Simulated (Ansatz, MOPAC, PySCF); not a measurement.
System: tetrafluorosilane, SiF₄, charge 0, multiplicity 1. SMILES: F[Si](F)(F)F
Coordinates optimised at B3LYP-D3(BJ)/def2-TZVP (Ansatz, a program for electronic structure):
```
Si
F 1 1.5673
F 1 1.5673 2 109.47
F 1 1.5673 2 109.47 3 -120.00
F 1 1.5673 2 109.47 4 -120.00
```
Charge 0, spin multiplicity 1.

Unscaled harmonic wavenumbers (cm⁻¹) in rising order, each level at the stationary point that it reaches from this structure (no distance between atoms moves by over 0.3 Å); the order of modes can differ between levels, and a negative number is imaginary. B3LYP-D3(BJ)/def2-TZVP (PySCF, at the structure above): 257, 258, 380, 380, 380, 785, 1018, 1018, 1018.

PM6 (MOPAC): 214, 214, 244, 244, 244, 574, 784, 784, 784. Zero-point energy 5.8 against 7.9 kcal/mol; where all levels lie over 400 cm⁻¹, the wavenumbers are on average 0.761 times those of B3LYP-D3(BJ)/def2-TZVP.

HF/3-21G (Ansatz): 270, 270, 391, 391, 391, 845, 1155, 1155, 1155. Zero-point energy 8.6 against 7.9 kcal/mol; where all levels lie over 400 cm⁻¹, the wavenumbers are on average 1.120 times those of B3LYP-D3(BJ)/def2-TZVP.

HF/6-31G* (Ansatz): 274, 274, 406, 406, 406, 849, 1107, 1107, 1107. Zero-point energy 8.5 against 7.9 kcal/mol; where all levels lie over 400 cm⁻¹, the wavenumbers are on average 1.086 times those of B3LYP-D3(BJ)/def2-TZVP.

B3LYP/6-31G* (Ansatz): 255, 255, 377, 377, 377, 789, 1045, 1045, 1045. Zero-point energy 8.0 against 7.9 kcal/mol; where all levels lie over 400 cm⁻¹, the wavenumbers are on average 1.021 times those of B3LYP-D3(BJ)/def2-TZVP.
